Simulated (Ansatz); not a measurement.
Input for Ansatz (development build ahead of 0.2.0):

```yaml
crystal:
  periodic: [false, false, false]
  atoms:
    - { symbol: O, position_ang: [0.0, 0.0, 0.0] }
    - { symbol: H, position_ang: [0.0, 0.0, 1.5] }
basis:
  gaussian: { orbitals: pcseg-2 }
magnetization:
  initial_magnetization: 1
hamiltonian:
  xc: pbe0
```

The input is written out in the form of the current development build from the run's settings.

Output:

- Converged: yes
- Total energy: -75.58909 hartree
- Spin squared of the determinant: 0.750
- Stability test: minimum among restricted orbitals

Caution: stretched shape with no unrestricted run beside it, a lower state can exist.
